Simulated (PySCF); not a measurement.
## A ladder of Hamiltonians for Be (beryllium, neutral)

Occupied: 1s1/2, 2s1/2. Hartree-Fock calculated with PySCF 2.14 in an uncontracted even-tempered set (17 s from 0.02 bohr⁻², ratio 2.7; 11 p from 0.024 bohr⁻², ratio 2.7), Gaussian nucleus throughout. NR is non-relativistic, sf-X2C the spin-free one-electron X2C Hamiltonian, X2C adds the bare one-electron spin-orbit term, X2C-SNSO screens it by Boettger's factors, DC is four-component Dirac-Coulomb, and the Gaunt and Breit terms are added at first order (total energies over the DC spinors, levels after relaxing the spinors in that mean field). QED terms are absent.

```
Hamiltonian  E (hartree)  E − E(DC) (hartree)  CPU seconds
         NR     -14.5729               0.0029         0.26
     sf-X2C     -14.5754               0.0004         0.14
        X2C     -14.5754               0.0004         0.14
   X2C-SNSO     -14.5754               0.0004         0.14
         DC     -14.5758               0.0000          1.7
   DC+Gaunt     -14.5751               0.0007          3.4
   DC+Breit     -14.5751               0.0007           38
```

```csv
level (eV),NR,sf-X2C,X2C,X2C-SNSO,DC,DC+Gaunt,DC+Breit
1s1/2,-128.78,-128.80,-128.80,-128.80,-128.81,-128.79,-128.79
2s1/2,-8.416,-8.417,-8.417,-8.417,-8.418,-8.417,-8.417
```

Weight of the small component: 1s1/2 0.000181, 2s1/2 1.33e-05.

Koopmans' value for the highest occupied level at DC+Breit: 8.417 eV, against an ionisation energy of 9.323 eV (measured; NIST Atomic Spectra Database, ionization energies); the former lacks relaxation, correlation, QED and recoil.

The whole ladder took 44 s of wall time on 1 thread of Neoverse-N1 (shared host), launched as `OMP_NUM_THREADS=1 python relrun2.py TASK.json OUT` (a driver that calls PySCF for each Hamiltonian).

Dirac-Coulomb iterations, started from the X2C spinors:

```
with_ssss True, with_gaunt False, with_breit False
light speed = 137.03599967994
init E= -14.5757215595247
cycle= 1 E= -14.5758002493848  delta_E= -7.87e-05  |g|= 0.000612  |ddm|= 0.000274
cycle= 2 E= -14.5758002510704  delta_E= -1.69e-09  |g|= 8.95e-06  |ddm|= 3.26e-05
cycle= 3 E= -14.5758002510768  delta_E= -6.39e-12  |g|= 4.56e-07  |ddm|= 7.43e-06
```
